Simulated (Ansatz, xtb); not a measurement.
A geometry optimisation of C3H2F+ with r2SCAN-D4/def2-SVP

The starting geometry of this gas-phase singlet was built from a drawn formula by distance geometry and a force field; its bonds are those of `FC1=[C+]C1`.

```yaml
atoms:
  - { symbol: C, position_ang: [-0.3101, -0.1358, -2.2451] }
  - { symbol: C, position_ang: [0.5809, 0.5761, -1.6419] }
  - { symbol: C, position_ang: [-0.5637, 0.4234, -0.8758] }
  - { symbol: F, position_ang: [-1.0169, 0.4055, -3.2405] }
  - { symbol: H, position_ang: [-1.2773, 1.2468, -0.8034] }
  - { symbol: H, position_ang: [-0.5752, -0.2890, -0.0772] }
```

Question: Predict what it relaxes into with r2SCAN-D4/def2-SVP.

Answer: A bond breaks, leaving `[CH2+]C#CF`. Contacts that open: C1–C3 (1.50 → 2.58 Å).

The energy falls by 4.42 eV over 12 steps:

```csv
step,E − E(last) (eV)
1,4.415
2,3.381
3,2.675
5,1.652
6,1.006
7,0.639
8,0.343
10,0.015
11,0.000
12,0.000
```

Final geometry (Å):

```xyz
6

C    -0.4331    0.1775   -2.9461
C    -0.5118    0.3390   -1.7216
C    -0.5970    0.5158   -0.3908
F    -0.3556    0.0153   -4.1596
H    -0.9823    1.4579    0.0298
H    -0.2825   -0.2784    0.3043
```

From the same start GFN2-xTB reaches the same bonding as this run.

The end wasn't checked by frequencies. Run with Ansatz 0.2.0, 19 s on 1 thread of Intel(R) Xeon(R) Platinum 8259CL CPU @ 2.50GHz (Skylake/Cascade Lake), on a shared host.
